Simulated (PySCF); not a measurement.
This PySCF input (PBE0/cc-pV(Q+d)Z) gives -76.38349 Eh with 115 basis functions.

```python
import numpy as np, basis_set_exchange as bse
from pyscf import gto, scf, dft, df

basis = {'H': gto.basis.parse(bse.get_basis('cc-pV(Q+d)Z', elements=['H'], fmt='nwchem')), 'O': gto.basis.parse(bse.get_basis('cc-pV(Q+d)Z', elements=['O'], fmt='nwchem'))}
mol = gto.M(
    atom='''
    O     0.00702152    0.00134342    0.11666744
    H    -0.04995842    0.75929218   -0.47415850
    H    -0.00621371   -0.77003954   -0.45918106
    ''',
    basis=basis,
    charge=0,
    verbose=4,
    max_memory=8640,
)
mf = dft.RKS(mol, xc='pbe0')
mf.grids.level = 3
mf = mf.density_fit(auxbasis=df.autoaux(mol))
mf.conv_tol = 1e-9
mf.max_cycle = 100
print('smallest overlap eigenvalue', np.linalg.eigvalsh(mol.intor('int1e_ovlp'))[0])
mf.kernel()
dip = mf.dip_moment()
```

Change:
```diff
- basis = {'H': gto.basis.parse(bse.get_basis('cc-pV(Q+d)Z', elements=['H'], fmt='nwchem')), 'O': gto.basis.parse(bse.get_basis('cc-pV(Q+d)Z', elements=['O'], fmt='nwchem'))}
+ basis = {'H': gto.basis.parse(bse.get_basis('aug-pcseg-2', elements=['H'], fmt='nwchem')), 'O': gto.basis.parse(bse.get_basis('aug-pcseg-2', elements=['O'], fmt='nwchem'))}
```

Q: What does the run give now?

A: -76.38199 Eh (PBE0/aug-pcseg-2, 92 functions), a change of +1.50 mEh.
